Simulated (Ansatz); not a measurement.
# CHSi (doublet): wave-function methods side by side at distance C2–H3 = 1.698 Å, 6-31G

Aim: climb from Hartree-Fock through coupled cluster and multireference methods for CHSi (doublet) at one geometry and basis, and see what each rung misses.

Program: Ansatz 0.2.0, Gaussian basis. Level of theory: 6-31G, core rule «outside noble gas», up to 6 orbitals frozen. These are calculated values, not measurements.

To be run: UHF; CCSD(T) on ROHF; CCSD(T) on UHF; BCCD(T) on ROHF; CISD; CCSDT(Q) on ROHF; CCSDT(Q) on UHF; CISDTQ; CCSDTQ on ROHF; CASSCF and MRCISD+Q, 3 electrons in 3 orbitals; CASSCF and NEVPT2, 3 electrons in 3 orbitals; CASSCF and MRCISD+Q, 9 electrons in 9 orbitals; CASSCF and NEVPT2, 9 electrons in 9 orbitals; Full CI.

19 further runs of the same task are left out: 1 for a mislabelled method, 1 for a known fault of the program, 9 that didn't finish, 8 set aside as unsound or not needed.

## 1. The geometry

The geometry derives from a PBE0/def2-TZVP stationary point (not a proven minimum). One bond is set to the value named and the two fragments are kept rigid.

3 atoms, charge 0, spin multiplicity 2.

Atoms are counted from 1 here; the program's logs count them from 0.

Bond lengths: Si1–C2 1.682 Å.

Coordinates:

```tsv
atom	x (Å)	y (Å)	z (Å)
Si1	0.0000	0.0000	-1.6876
C2	0.0000	0.0000	-0.0052
H3	0.0000	0.0000	1.6928
```

## 2. UHF

Contents of in.yaml:

```yaml
crystal:
  periodic: [false, false, false]
  atoms:
    - {symbol: Si, position_ang: [0.000000, 0.000000, -1.687634]}
    - {symbol: C, position_ang: [0.000000, 0.000000, -0.005183]}
    - {symbol: H, position_ang: [0.000000, 0.000000, 1.692817]}
basis:
  gaussian: {orbitals: 6-31G}
magnetization: {spin_polarized: true, initial_magnetization: 1}
hamiltonian: {xc: hf}
output: {orbitals: {seedname: orbitals}}
```

The run is started by

```
$ ansatz run in.yaml --threads 1 --pin off --events-out ev --progress --plain --max-ram 2393MiB
```

After this run come: CCSD(T) on ROHF; CCSD(T) on UHF; BCCD(T) on ROHF; CISD; CCSDT(Q) on ROHF; CCSDT(Q) on UHF; CISDTQ; CCSDTQ on ROHF; CASSCF and MRCISD+Q, 3 electrons in 3 orbitals; CASSCF and NEVPT2, 3 electrons in 3 orbitals; CASSCF and MRCISD+Q, 9 electrons in 9 orbitals; CASSCF and NEVPT2, 9 electrons in 9 orbitals; Full CI.

Before running them: what should the planned runs give, taken together? Wanted: FCI below the RHF energy; RMP2 from FCI; UMP2 from FCI; RCCSD from FCI; RCCSD(T) from FCI; UCCSD(T) from FCI; RCCSDT(Q) from FCI; UCCSDT(Q) from FCI; NEVPT2 pair from FCI.

As calculated:

| quantity | value |
| --- | --- |
| FCI below the RHF energy | -4.8618 eV |
| RMP2 from FCI | +23.42 kcal/mol |
| UMP2 from FCI | +40.83 kcal/mol |
| RCCSD from FCI | +5.80 kcal/mol |
| RCCSD(T) from FCI | +1.18 kcal/mol |
| UCCSD(T) from FCI | +2.63 kcal/mol |
| RCCSDT(Q) from FCI | +0.02 kcal/mol |
| UCCSDT(Q) from FCI | +0.12 kcal/mol |
| NEVPT2 pair from FCI | +16.87 kcal/mol |
| MRCISD+Q pair from FCI | +0.81 kcal/mol |
| NEVPT2 valence from FCI | +6.61 kcal/mol |
| levels within 1 kcal/mol (43 meV) | RCCSDT, UCCSDT, RCCSDT(Q), UCCSDT(Q), RCCSDTQ, MRCISD+Q pair, MRCISD valence, MRCISD+Q valence |
| T1 diagnostic | 0.032 |
| effectively unpaired electrons | 1.26 |

**Reading.** RCCSD(T) lands +1.18 kcal/mol from the yardstick (1.1 % of the correlation energy). CCSD(T) misses by +1.18 kcal/mol on the restricted determinant and by +2.63 kcal/mol on the unrestricted one; the two need not hold the same state or core. The occupations show some static correlation. Of the multireference levels listed MRCISD+Q valence comes nearest in total energy (+0.36 kcal/mol), which doesn't show that its space is the better one. These misses are within one basis, not against nature; the frozen cores of restricted and unrestricted runs differ, which can shift their rows.
